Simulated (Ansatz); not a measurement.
BH2Cl. The state is a singlet with charge 0. Geometry PBE0-D4/def2-TZVP, basis def2-TZVP, Ansatz.

```xyz
4

B    -0.093   -0.092    0.078
H     0.062   -1.267   -0.031
H    -0.935    0.402    0.758
Cl    0.966    0.958   -0.805
```

| run | HOMO (eV) | LUMO (eV) |
| --- | --- | --- |
| A | -10.05 | -0.69 |
| B | -7.23 | -2.72 |
| C | -7.57 | -2.45 |
| D | -8.65 | -1.82 |
| E | -8.24 | -2.20 |
| F | -7.33 | -3.11 |

HSE06 is defined as in plane-wave codes, on full-range PBE exchange.

Q: The runs used CAM-B3LYP, HSE06, LDA (SPW92), PBE0, r2SCAN, revPBE. Estimate which is which.

A: A CAM-B3LYP (range-separated); B revPBE (0 % exact exchange); C r2SCAN (0 % exact exchange); D PBE0 (25 % exact exchange); E HSE06 (range-separated); F LDA (SPW92) (0 % exact exchange). Exact exchange lowers occupied and raises empty levels; among semilocal functionals meta-GGAs tend to open the gap a little, and such runs are hard to tell apart. The gap grows from 4.22 eV (LDA (SPW92)) to 9.36 eV (CAM-B3LYP).
